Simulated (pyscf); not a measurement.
Optimised with ωB97X-D3(BJ)/def2-SVP in PySCF.

Q: How much does it cost (ΔH, 298 K, ωB97M-D3(BJ)/def2-TZVP) to split H₃C–N=NbH(NH₂)–NH₂ at its H–Nb bond into [H₃C–N=Nb(NH₂)–NH₂]• + H•?

A: H–Nb to [H₃C–N=Nb(NH₂)–NH₂]• + H•: 74.1 kcal/mol. The 7 functionals that were run give +68.5 (M06-2X) to +75.8 kcal/mol (ωB97X-D3(BJ)/def2-TZVP). The radicals are drawn with the spin at the cut bond; how far it spreads was not checked. Other isomers of [H₃C–N=Nb(NH₂)–NH₂]• were not searched in full and may lie lower. Open-shell species with a d-block atom are single-reference here; other states, and whether the spin sits on metal or ligand, were not checked. Elements past Kr carry the def2 core potentials, without spin-orbit coupling.
